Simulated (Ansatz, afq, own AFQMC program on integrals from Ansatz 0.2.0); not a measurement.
## NaH₂⁻, singlet in aug-cc-pVDZ along one coordinate

```yaml
atoms:
  - { symbol: Na, position_ang: [0.0000, 0.0000, 0.0000] }
  - { symbol: H, position_ang: [0.0000, 0.0000, -2.0658] }
  - { symbol: H, position_ang: [0.0000, 0.0000, 2.0658] }
```

The Na1–H2 distance is changed with both sides rigid. Energies in mEh count from this geometry (2.066 Å) at the same level; the start stands on RHF, each point on the determinant named.

Basis aug-cc-pVDZ. Noble-gas cores (and the filled d shells of Ga–Kr and In–Xe) are frozen. Ansatz 0.2.0 and our own AFQMC program on the same integrals; the CISD trial comes from CCSD amplitudes, and released means the phaseless constraint is let go. ± is one standard error of the sampling.

Cautions, each for one point or more: higher spins were not checked; raised T1 diagnostic; restricted determinant unstable towards unrestricted; strong correlation.

```csv
r(Na1–H2) / Å,det.,T1,weight,PBE,B3LYP,CCSD(T)
1.661,RHF,0.013,0.93,13.3,12.9,15.9
2.527,RHF,0.014,0.93,5.9,6.5,4.9
3.326,RHF,0.021,0.92,23.3,25.0,22.0
4.476,RHF,0.035,0.90,40.9,43.6,40.6
7.071,RHF,0.047,0.89,52.0§,57.2§,59.5
```

Question: Estimate the curve of full CI, counted from the same start.

Answer: 
```
r(Na1–H2) / Å  det.     T1  weight   FCI  ph-AFQMC/CISD  released AFQMC  CCSDT(Q)
        1.661   RHF  0.013    0.93  15.9    15.9 ± 0.03     15.9 ± 0.03      15.9
        2.527   RHF  0.014    0.93   4.9     5.0 ± 0.04      4.9 ± 0.03       4.9
        3.326   RHF  0.021    0.92  22.0    22.0 ± 0.05     22.0 ± 0.03      22.0
        4.476   RHF  0.035    0.90  40.6    40.7 ± 0.04     40.6 ± 0.04      40.6
        7.071   RHF  0.047    0.89  59.5    59.6 ± 0.07     59.6 ± 0.05      59.5
```

Weight is that of the determinant in the CISD state; at the start T1 is 0.013 and the weight 0.93. § marks a functional whose ⟨S²⟩ is too high by over 0.1. Largest departures from full CI: CCSD(T) -0.1 mEh at 7.071 (on RHF), ph-AFQMC/CISD 0.1 mEh at 4.476 (on RHF), released AFQMC 0.1 mEh at 7.071 (on RHF) (within the noise), CCSDT(Q) 0.0 mEh at 7.071 (on RHF), PBE -2.6 mEh at 1.661, B3LYP 3.0 mEh at 3.326. Functionals count only at points shown to share the start's state and spin. In this small basis the wave-function levels are far from their limit, so their gap to the functionals isn't the functionals' error.

CCSDT and higher add their correlation energy to the determinant of the CCSD(T) run, since their own runs factorise the integrals more tightly (a shift of under 2 meV). A walk keeps the symmetry of its determinant, which the program's search chose and which needn't be the lowest solution, so a lower state of the same spin and another symmetry isn't excluded. Released energies are given only where the last usable release times agree within the noise; a slower fall can still hide under it.
